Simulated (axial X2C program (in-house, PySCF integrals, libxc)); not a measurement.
Nuclear properties of SAlS²⁺

Calculated with an in-house all-electron X2C program for linear molecules (integrals from PySCF): two-component X2C with atomic mean-field Coulomb and Gaunt terms, Gaussian nuclei, basis S dyall-av3z, Al dyall-v3z with contracted cores.

S–Al–S held linear, with bonds 2.219 and 2.219 Å (near the PBE0 minimum at charge 2 of the determinant lowest at the starting distance; the state shown can have its own minimum elsewhere, held linear; other orders of the atoms were not compared).

Determinant lowest in the PBE0 search, Ω = 5/2 (⟨Sz⟩ = 1.50, ⟨Lz⟩ = 1.00 at PBE0), spin on the atoms S 0.77, Al -0.03, S 0.77:

```json
{"level": "PBE0", "A∥/gI S (MHz)": "3.18", "qzz S (a.u.)": "-0.69", "A∥/gI Al (MHz)": "-17.1", "qzz Al (a.u.)": "-1.26"}
{"level": "HF", "A∥/gI S (MHz)": "-5.8", "qzz S (a.u.)": "-1.14", "A∥/gI Al (MHz)": "-36.4", "qzz Al (a.u.)": "-1.18"}
{"level": "LDA", "A∥/gI S (MHz)": "14.5", "qzz S (a.u.)": "-0.60", "A∥/gI Al (MHz)": "-18.5", "qzz Al (a.u.)": "-1.20"}
```

A∥ (defined per Ω) follows by multiplying with gI = μI/(I μN); qzz is the electric field gradient, eQq0 = 234.96 MHz × Q/barn × qzz. The operators were transformed with the bare-nucleus X2C matrices; with these basis sets, hyperfine constants and field gradients can be off by tens of per cent, and where levels differ in sign neither size nor sign is settled.

(1) With Q(33S) = -0.0694 barn, Q(27Al) = 0.1466 barn (Q from Pyykkö, Mol. Phys. 2018), turn the PBE0 values of the first state into constants in MHz.

The molecule was held linear; bending was not examined, so a bent shape may lie lower.

Each state is one determinant with collinear spin, which with several unpaired electrons need not be a pure state. Unrestricted Hartree–Fock can overshoot spin polarisation at the nuclei. With several open shells hyperfine constants can be off by a factor of several. The search compared states at one distance, so a state with another bond length can lie lower. Further determinants of the search, some of them spin-mixed, are not shown. Where a field gradient or hyperfine factor spreads by more than a factor of two over the levels, a constant derived from it is not to be relied on.

Answers

(1) eQq0(33S) = 234.96 × (-0.0694) × (-0.69) = 11.3 MHz; eQq0(27Al) = 234.96 × (0.1466) × (-1.26) = -43.4 MHz.
